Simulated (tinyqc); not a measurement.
Stretching all distances: RHF, UHF, MP2, CISD and CCSD against full CI in the sto-3g basis, for CH3+, spin multiplicity 1. Computed by the program tinyqc with PySCF. All coordinates are multiplied by the scale. c0^2 is the weight of the RHF determinant in the lowest singlet FCI state (UHF is spin-contaminated and may lie near states of higher spin) and n(LUMO) the first natural occupation beyond the occupied space.

Geometry (angstrom):

| atom | x | y | z |
|---|---|---|---|
| C | 0.0000 | 0.0000 | 0.0690 |
| H | 1.0310 | 0.0000 | 0.0000 |
| H | -0.5160 | 0.8930 | 0.0000 |
| H | -0.5160 | -0.8930 | 0.0000 |

Full CI energy (hartree) and errors against it (kcal/mol):

| scale | distance 1-2 (angstrom) | E(FCI) | RHF | UHF | MP2 | CISD | CCSD | <S^2> UHF | c0^2 | n(LUMO) |
|---|---|---|---|---|---|---|---|---|---|---|
| 0.8700 | 0.8990 | -38.650665 | 26.7519 | 26.7519 | 7.3436 | 0.4701 | 0.1523 | 0.0000 | 0.9801 | 0.0122 |
| 1.0800 | 1.1160 | -38.838505 | 38.2442 | 38.2442 | 11.4340 | 1.0871 | 0.2891 | 0.0000 | 0.9648 | 0.0197 |
| 1.2800 | 1.3226 | -38.792886 | 54.0547 | 54.0547 | 17.3393 | 2.5282 | 0.6387 | 0.0000 | 0.9372 | 0.0395 |
| 1.4800 | 1.5293 | -38.679298 | 75.3730 | 75.3730 | 25.6388 | 5.6714 | 1.5360 | 0.0000 | 0.8892 | 0.0793 |
| 1.6900 | 1.7463 | -38.553931 | 104.3547 | 90.6391 | 37.2140 | 12.2520 | 3.8799 | 0.9674 | 0.8063 | 0.1614 |
| 1.9000 | 1.9633 | -38.452422 | 140.5117 | 70.9651 | 51.3760 | 23.9589 | 9.0988 | 1.6394 | 0.6817 | 0.3148 |

What does the comparison show, and why?

UHF parts from RHF first at scale 1.69 of those listed, where <S^2> leaves zero. The weight c0^2 goes from 0.98 to 0.68 and n(LUMO) from 0.01 to 0.31: static correlation grows as the bonds break into open-shell fragments. The spread of the error along the curve, which distorts its shape, is CCSD 8.9, CISD 23.5, MP2 44.0, UHF 63.9, RHF 113.8 kcal/mol. The table stops here: at scale 2.1 and beyond, the reference weight falls under 0.45 or RHF, UHF or CCSD hop between solutions, so those rows were left out and the spreads given cover only the rows shown. As computed, partly on other solutions, the errors there reach in size RHF 181, UHF 51, MP2 65, CISD 41, CCSD 18 kcal/mol.
